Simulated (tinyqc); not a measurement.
Ways to converge the cycle: SCF convergence aids in the sto-3g basis, for H2O+, spin multiplicity 2. Computed by the program tinyqc with PySCF. UHF with one setting changed at a time; a run stops when the energy changes by less than 1e-09 hartree and the error matrix is below 1e-5. The start is random orbitals. Damping d keeps d of the old density; a shift (hartree) raises the virtual levels; DIIS n extrapolates F over n matrices.

Geometry (angstrom):
```
atom       x        y       z
O     0.0000   0.0000  0.0000
H     0.0000   0.8400  0.5520
H     0.0000  -0.8400  0.5520
```

lowest solution found by these runs and by PySCF with stability checks = -74.668012 hartree

Largest element of the error matrix X^T (FDS - SDF) X:
```
iteration    plain  damping 0.3  damping 0.6  shift 0.4   DIIS 3   DIIS 8
1          6.7e+00      6.7e+00      6.7e+00    6.7e+00  6.7e+00  6.7e+00
2          2.7e-01      2.2e+00      4.1e+00    4.0e-01  2.7e-01  2.7e-01
3          7.1e-02      7.2e-01      2.5e+00    1.1e-01  7.1e-02  7.1e-02
4          5.0e-02      2.4e-01      1.6e+00    7.2e-02  4.9e-02  4.9e-02
5          3.5e-02      7.9e-02      9.6e-01    5.9e-02  2.2e-02  2.2e-02
6          2.4e-02      4.2e-02      5.9e-01    4.7e-02  7.4e-03  7.4e-03
8          1.1e-02      2.6e-02      2.2e-01    2.9e-02  5.2e-03  4.6e-03
10         6.4e-03      1.6e-02      8.5e-02    1.8e-02  8.6e-04  2.5e-04
14         4.3e-03      6.3e-03      2.4e-02    6.6e-03  1.5e-04  1.5e-06
20         2.4e-03      4.2e-03      1.1e-02    4.5e-03  6.8e-06        -
30         8.8e-04      2.1e-03      5.0e-03    2.4e-03        -        -
45         2.0e-04      7.6e-04      2.8e-03    9.1e-04        -        -
60         4.4e-05      2.7e-04      1.6e-03    3.5e-04        -        -
```

How each run ends:
```
run          iterations  E (hartree)                                                        state
plain               >60    -74.66801  falls steadily but slowly, by a factor of about 0.91 a step
damping 0.3         >60    -74.66801  falls steadily but slowly, by a factor of about 0.93 a step
damping 0.6         >60    -74.66797  falls steadily but slowly, by a factor of about 0.96 a step
shift 0.4           >60    -74.66801  falls steadily but slowly, by a factor of about 0.94 a step
DIIS 3               21    -74.66801                                                 lowest found
DIIS 8               14    -74.66801                                                 lowest found
```

What does the comparison show, and why?

2 of 6 runs reach the lowest solution found, in 14 to 21 iterations (fastest: DIIS 8). Not converged: plain, damping 0.3, damping 0.6, shift 0.4. DIIS 3 and DIIS 8 gain by cancelling the error over several earlier matrices, much as a quasi-Newton step does.
